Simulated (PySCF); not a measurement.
Cartesian coordinates in Å; atom numbers follow the order of the lines, from 1:
```xyz
10

C     0.6730    0.8236    0.0608
C    -0.7073    0.7940    0.0449
C    -1.3065   -0.4616   -0.0486
N    -0.6132   -1.5810   -0.1197
N     0.6849   -1.5532   -0.1022
C     1.3276   -0.4052   -0.0151
H     1.2254    1.7489    0.1291
H    -1.3003    1.6946    0.1022
H    -2.3809   -0.5792   -0.0679
H     2.4062   -0.4763   -0.0059
```

Theoretical values (PySCF 2.14.0 with density-fitted response routines): GIAO PBE0/pcSseg-1 shieldings, coordinates at the GFN2-xTB level, J couplings at B3LYP/pcJ-1 (spin–dipole term only in couplings to heteroatoms). Non-relativistic, equivalent nuclei averaged, a single conformation, isolated molecule.

Question: Predict the 2D correlation tables (HSQC, COSY, HMBC).

Answer: 

HSQC (one-bond C–H):
| δH | δC | 1J(C,H) (Hz) |
| --- | --- | --- |
| 9.63 (H9/H10) | 155.9 (C3/C6) | 190 |
| 7.44 (H7/H8) | 129.9 (C1/C2) | 171 |

COSY cross peaks (|J| ≥ 2 Hz):
| δH | δH | abs. J (Hz) | bonds |
| --- | --- | --- | --- |
| 9.63 (H9/H10) | 7.44 (H7/H8) | 5.4 | 3 |

HMBC (two and three bonds, |J| ≥ 2.5 Hz):
| δH | δC [abs. J in Hz] |
| --- | --- |
| 9.63 (H9/H10) | 129.9 (C1/C2) [8.3] |
| 7.44 (H7/H8) | 155.9 (C3/C6) [5.4] |

Referencing at the same level of theory: 1H (σ = 31.72 ppm), 13C (σ = 186.93 ppm) against TMS.

Unscaled 3J(H,H) at this level run about 10 % above measured values. Shifts are as computed. Against solution values, carbons near 30 ppm lie about +3 ppm off and those near 130 ppm about +5 ppm. Of 1211 compounds with measured shifts, 218 miss one by over three times the rms of a fit or turn the order of signals round; such compounds aren't used in these exercises.
